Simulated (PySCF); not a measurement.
t-C₂H₂Cl₂, optimised at PBE/def2-SVP:

```xyz
6

Cl     1.7858     1.2137    -0.1096
C      0.5265     0.0635    -0.4132
C     -0.5353    -0.0601     0.4036
Cl    -1.7946    -1.2103     0.1001
H      0.6643    -0.5495    -1.3165
H     -0.6731     0.5529     1.3070
```

Computed with PySCF (xtb for GFN2) and rigid-rotor harmonic-oscillator thermochemistry at 1 bar. 6-31G* has spherical d functions here. All species are closed-shell singlets. B3LYP is the form with VWN-RPA correlation.

Question: List the harmonic frequencies (cm⁻¹, unscaled) at this level and at the other levels, each on its own geometry.

Answer: 
- PBE/def2-SVP: 210, 229, 345, 744, 821, 841, 881, 1154, 1229, 1605, 3143, 3147
- B3LYP/6-31G*: 213, 239, 348, 781, 815, 852, 934, 1243, 1318, 1665, 3251, 3254
- GFN2-xTB: 207, 217, 328, 678, 784, 821, 951, 1148, 1218, 1621, 3083, 3091
- HF/6-31G*: 236, 260, 378, 886, 919, 930, 1062, 1355, 1437, 1836, 3439, 3445
- PBE0/def2-TZVP: 218, 238, 358, 812, 852, 872, 938, 1218, 1299, 1669, 3232, 3234
